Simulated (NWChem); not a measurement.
Species: CHO cation

```xyz
3

C      0.0000     0.0000    -0.5086
O      0.0000     0.0000     0.5958
H      0.0000     0.0000    -1.6198
```
Atoms are numbered in this order, from 1.

Results from NWChem. Pople sets run with spherical d functions. Geometry: optimised at PBE0/def2-SVP. Static field.

```json
[
 {"level": "PBE0/6-31G*", "basis functions": "30", "isotropic polarisability (bohr³)": "8.2", "anisotropy (bohr³)": "7.5", "relative time": "1"},
 {"level": "PBE0/6-31+G*", "basis functions": "38", "isotropic polarisability (bohr³)": "8.5", "anisotropy (bohr³)": "7.8", "relative time": "2"},
 {"level": "PBE0/def2-SVP", "basis functions": "33", "isotropic polarisability (bohr³)": "8.1", "anisotropy (bohr³)": "7.5", "relative time": "1"},
 {"level": "PBE0/def2-SVPD", "basis functions": "51", "isotropic polarisability (bohr³)": "9.6", "anisotropy (bohr³)": "6.2", "relative time": "2"},
 {"level": "PBE0/def2-TZVP", "basis functions": "68", "isotropic polarisability (bohr³)": "9.2", "anisotropy (bohr³)": "6.7", "relative time": "5"},
 {"level": "PBE0/aug-cc-pVDZ", "basis functions": "55", "isotropic polarisability (bohr³)": "9.7", "anisotropy (bohr³)": "6.3", "relative time": "4"},
 {"level": "PBE0/Sadlej pVTZ", "basis functions": "57", "isotropic polarisability (bohr³)": "9.6", "anisotropy (bohr³)": "6.4", "relative time": "5"},
 {"level": "PBE0/d-aug-cc-pVDZ", "basis functions": "77", "isotropic polarisability (bohr³)": "9.7", "anisotropy (bohr³)": "6.2", "relative time": "10"},
 {"level": "PBE0/def2-TZVPD", "basis functions": "86", "isotropic polarisability (bohr³)": "9.7", "anisotropy (bohr³)": "6.2", "relative time": "10"},
 {"level": "PBE0/aug-cc-pVTZ", "basis functions": "115", "isotropic polarisability (bohr³)": "9.8", "anisotropy (bohr³)": "6.2", "relative time": "20"}
]
```

Relative times are rough (shared machine, one core).
